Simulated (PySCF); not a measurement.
## How methods differ on the electron affinity of Si

Si⁻ [Ne] 3s2 3p3 (4S) → Si [Ne] 3s2 3p2 (3P), as a difference of total energies. All numbers are calculated (PySCF 2.14, scalar relativity by spin-free X2C-1e, in aug-cc-pCVTZ-DK with one added diffuse shell each of s, p, d, f type (9s8p6d4f, 91 functions)). Correlated levels: valence: [Ne] frozen; valence and next inner shell: 1s2 frozen; nothing frozen. The calculations carry no spin-orbit coupling.

Question: Order these methods by the electron affinity they give, lowest first.
A. UHF
B. SCS-MP2 (all electrons)
C. TPSSh
D. PBE

Answer: A (0.845 eV), B (1.196 eV), C (1.419 eV), D (1.499 eV).

A first-order spin-orbit estimate (lowest level to lowest level, LS coupling) adds -0.016 eV.

Errors of the correlated levels include the incompleteness of this basis and the frozen core.

In the anion the highest occupied orbital energy is positive at LDA, PBE, PBE0, r2SCAN, BP86, MN15, TPSSh, a self-interaction effect; the basis confines that electron, and the energy difference can still be sensible.

For comparison: 1.390 eV (measured; photodetachment measurements, as compiled on the Wikipedia data page of electron affinities).
